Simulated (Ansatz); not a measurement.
# C5H8: small, medium and large basis sets

How large a basis does C5H8 need? Two functionals are run in growing sets.

Method: one geometry, several basis sets; program: Ansatz 0.2.0, Gaussian basis.

Plan: PBE0-D4/def2-SVP; ωB97M-V/def2-SVP; PBE0-D4/def2-QZVPP; ωB97M-V/def2-QZVPP; the functionals' def2-TZVPP values are taken from earlier runs.

### 1 Structure used throughout

All runs share one geometry, relaxed beforehand with PBE0-D4 in a triple-zeta def2 set.

SMILES `C#CC(C)C`, 13 atoms, charge 0, spin multiplicity 1.

Atoms are counted from 1 here; the program's logs count them from 0.

Bond lengths: C1–C2 1.201 Å, C1–H6 1.064 Å, C2–C3 1.458 Å, C3–C4 1.528 Å, C3–C5 1.528 Å, C3–H7 1.097 Å, C4–H8 1.093 Å, C4–H9 1.092 Å, C4–H10 1.091 Å, C5–H11 1.091 Å, C5–H12 1.092 Å, C5–H13 1.093 Å. Angles: C2–C1–H6 179.7°, C1–C2–C3 179.0°, C2–C3–C4 110.9°, C2–C3–C5 110.9°, C2–C3–H7 107.2°, C4–C3–C5 111.5°, C4–C3–H7 108.1°, C5–C3–H7 108.1°, C3–C4–H8 110.1°, C3–C4–H9 110.4°, C3–C4–H10 111.2°, H8–C4–H9 108.3°, H8–C4–H10 108.6°, H9–C4–H10 108.1°, C3–C5–H11 111.2°, C3–C5–H12 110.4°, C3–C5–H13 110.1°, H11–C5–H12 108.1° and more.

Geometry (Å):

```tsv
atom	x (Å)	y (Å)	z (Å)
C1	-1.20811	1.73768	-1.34981
C2	-0.46967	0.94490	-0.83166
C3	0.40864	-0.02348	-0.18625
C4	0.66136	0.35841	1.27175
C5	-0.15998	-1.43705	-0.30436
H6	-1.85894	2.44125	-1.81201
H7	1.36831	0.00384	-0.71748
H8	1.35379	-0.35051	1.73173
H9	-0.27289	0.34255	1.83748
H10	1.08741	1.35970	1.34918
H11	-0.31806	-1.71281	-1.34794
H12	-1.11892	-1.50681	0.21399
H13	0.52706	-2.15770	0.14537
```

### 2 PBE0-D4 in def2-SVP

Input file in.yaml:

```yaml
crystal:
  periodic: [false, false, false]
  atoms:
    - {symbol: C, position_ang: [-1.208111, 1.737683, -1.349812]}
    - {symbol: C, position_ang: [-0.469666, 0.944905, -0.831657]}
    - {symbol: C, position_ang: [0.408644, -0.023482, -0.186246]}
    - {symbol: C, position_ang: [0.661360, 0.358413, 1.271753]}
    - {symbol: C, position_ang: [-0.159983, -1.437052, -0.304362]}
    - {symbol: H, position_ang: [-1.858940, 2.441246, -1.812013]}
    - {symbol: H, position_ang: [1.368314, 0.003845, -0.717481]}
    - {symbol: H, position_ang: [1.353791, -0.350514, 1.731731]}
    - {symbol: H, position_ang: [-0.272889, 0.342548, 1.837478]}
    - {symbol: H, position_ang: [1.087406, 1.359705, 1.349182]}
    - {symbol: H, position_ang: [-0.318065, -1.712812, -1.347943]}
    - {symbol: H, position_ang: [-1.118920, -1.506812, 0.213992]}
    - {symbol: H, position_ang: [0.527059, -2.157702, 0.145368]}
basis:
  gaussian: {orbitals: def2-SVP}
hamiltonian: {xc: pbe0, dispersion: d4}
output: {orbitals: {seedname: orbitals}}
```

The run is started by

```
$ ansatz run in.yaml --threads 4 --pin off --events-out ev --progress --plain --max-ram 10444MiB
```

Further steps of the session: ωB97M-V in def2-SVP; PBE0-D4 in def2-QZVPP; ωB97M-V in def2-QZVPP.

**Question.** What will the summary of the whole plan be? Wanted: PBE0-D4: double and triple zeta above quadruple; ωB97M-V: double and triple zeta above quadruple.

As calculated:

| quantity | value |
| --- | --- |
| PBE0-D4: double and triple zeta above quadruple | 6.10, 0.30 eV |
| ωB97M-V: double and triple zeta above quadruple | 6.43, 0.29 eV |

In words: PBE0-D4 gains 5.80 eV from double to triple zeta, then 0.30 eV more. Total energies overstate the basis error of differences, where much of it tends to cancel. The LUMO of ωB97M-V is positive and keeps falling with the basis (3.23 to 1.72 eV): an unbound level that the basis holds in place.
